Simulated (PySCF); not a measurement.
```xyz
5

C     -0.4419     0.0201     0.1142
O      0.7822    -0.5580    -0.0559
H     -1.2672    -0.6562    -0.0433
H     -0.5464     1.0862    -0.0401
H      1.4733     0.1079     0.0252
```

Charge 0, multiplicity 2.

**Question.** Give the Mulliken and meta-Löwdin atomic charges from ωB97X-D3(BJ)/def2-TZVP // B3LYP-D3(BJ)/def2-TZVP (PySCF).

**Answer.** 
```tsv
atom	Mulliken (e)	meta-Löwdin (e)
C1	-0.19	-0.14
O2	-0.37	-0.44
H3	0.13	0.12
H4	0.12	0.10
H5	0.32	0.35
```
